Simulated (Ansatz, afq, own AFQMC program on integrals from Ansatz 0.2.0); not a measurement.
## Where AFQMC and coupled cluster stand for H3S⁺, triplet

```
atom   x (Å)    y (Å)    z (Å)
   S  0.0000  -0.0391   0.0000
   H  0.0000   1.3184   0.0000
   H  0.0000  -0.0372   1.5201
   H  0.0000  -0.0372  -1.5201
```

Basis cc-pVDZ. Only valence electrons are correlated. Integrals, coupled cluster, full CI and functionals: Ansatz 0.2.0; the random walks run on the same integrals in our own AFQMC program. The CISD trial takes its coefficients from CCSD amplitudes. Released means that phaseless walkers are propagated on without the constraint, phases kept. Free projection: walkers drawn from exp(T), propagated without any constraint. Its projection time is finite, and what remains of the start isn't in its error. Error bars are statistical, one sigma.

Determinant: UHF, the one that the program's search chose, which needn't be the lowest solution. The geometry is a PBE0/def2-TZVP stationary point of this or a neighbouring charge and spin state.

No full CI on the walks' own integrals is used here; CCSDT(Q) serves as the reference and is uncertain by about the last step of the cluster series.

Cautions: another spin lies lower (by 1.40 eV).

The T1 diagnostic is 0.0170 and the weight of the determinant in the CISD state is 0.917. The ⟨S²⟩ of the determinant is 2.049 and the size of the correlated space is 8 electrons in 28 orbitals.

```tsv
level	correlation energy (eV)
MP2	-3.3840
CCSD	-4.1947
CCSD(T)	-4.2929
```

Problem. Estimate where phaseless AFQMC with the Hartree–Fock trial lies against CCSD(T) on the same integrals.

Solution. 26.0 ± 37.6 meV above CCSD(T). The gap is under twice the noise, so this walk alone can't tell the two apart.

Reference: CCSDT(Q), correlation energy -4.319 eV. The released energy is read at 2.40 1/Eh (meV from the phaseless value at times in 1/Eh: 1 ± 6 at 0.24, 0 ± 6 at 0.51, -6 ± 7 at 0.99, -8 ± 5 at 1.62, -4 ± 7 at 2.40).

| level | E − E(reference) (meV) | share of correlation (%) |
| --- | --- | --- |
| CCSD(T) | 25.7 | 99.41 |
| CCSDT | 4.3 | 99.90 |
| ph-AFQMC/HF | 51.6 ± 37.6 | 98.80 |
| ph-AFQMC/CISD | 3.1 ± 5.1 | 99.93 |
| released AFQMC | -0.5 ± 7.0 | 100.01 |
| free AFQMC | -3.4 ± 8.8 | 100.08 |

Free projections are given only where their last times agree within the noise and don't stop above the reference; a slow remainder of the start can still hide under it. A walk keeps the symmetry of its determinant, which the program's search chose and which needn't be the lowest solution, so a lower state of the same spin and another symmetry isn't excluded. Released energies are given only where the last usable release times agree within the noise; a slower fall can still hide under it.
